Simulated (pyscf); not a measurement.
7 gas-phase steps of one pattern: four-centre exchange on the singlet surface, Ga–H + H–O or Ga–H + H–S or H–In + H–O or H–In + H–S broken and Ga–O + H–H or Ga–S + H–H or H–H + In–O or H–H + In–S formed. Structures and frequencies: ωB97X-D3(BJ)/def2-SVP in PySCF. Electronic energies in kcal/mol, between the relaxed ends of the descent from the saddle (adducts or complexes of the species named), with the reactant end as zero; ΔE‡ and ΔE at ωB97X-D3(BJ)/def2-TZVP. Rows were drawn at random from the steps of this pattern with a verified saddle, stable references and a bound adduct at one end at least.

```
row                                                                                                                        step     ΔE   ΔE‡
---  --------------------------------------------------------------------------------------------------------------------------  -----  ----
1    H₃C–InH–CH₃ (SMILES [CH3][InH][CH3]) + H₂S (SMILES S) -> H₃C–In(CH₃)–SH (SMILES [CH3][In]([CH3])[SH]) + H₂ (SMILES [H][H])  -14.8  16.1
2                                      InH₃ (SMILES [InH3]) + H₂S (SMILES S) → HS–InH₂ (SMILES [SH][InH2]) + H₂ (SMILES [H][H])  -11.7     ?
3                                      H₂S (SMILES S) + GaH₃ (SMILES [GaH3]) → HS–GaH₂ (SMILES [SH][GaH2]) + H₂ (SMILES [H][H])  -10.1  19.6
4            H₂S (SMILES S) + Cl–GaH–Cl (SMILES [Cl][GaH][Cl]) -> HS–Ga(Cl)–Cl (SMILES [SH][Ga]([Cl])[Cl]) + H₂ (SMILES [H][H])   -3.1  30.0
5            Cl–InH–Cl (SMILES [Cl][InH][Cl]) + H₂S (SMILES S) -> HS–In(Cl)–Cl (SMILES [SH][In]([Cl])[Cl]) + H₂ (SMILES [H][H])   -2.2  32.3
6                     H₃C–InH₂ (SMILES [CH3][InH2]) + H₂O (SMILES O) -> H₃C–InH–OH (SMILES [CH3][InH][OH]) + H₂ (SMILES [H][H])   +4.6  23.4
7             Cl–GaH–Cl (SMILES [Cl][GaH][Cl]) + H₂O (SMILES O) → HO–Ga(Cl)–Cl (SMILES [OH][Ga]([Cl])[Cl]) + H₂ (SMILES [H][H])   +9.5  33.6
```

From a straight line through the complete rows, estimate the missing barrier and say how far the line can be trusted.

Over the 6 complete rows the means are -2.7 (ΔE) and 25.8 (ΔE‡); least squares gives b = 0.60 and a = 27.4 kcal/mol, with residuals of 4.3 kcal/mol (root mean square; largest 6.8, row 6). For row 2: 27.4 + 0.60 × (-11.7) = 20.4 kcal/mol. The computed barrier is 19.0 kcal/mol, 1.4 under the line. The scatter is large against the spread of the barriers, so the line says little here. Each barrier is that of the saddle found. Elements up to Kr have no core potential and no relativistic terms here. Elements past Kr carry the def2 core potentials, without spin-orbit coupling.
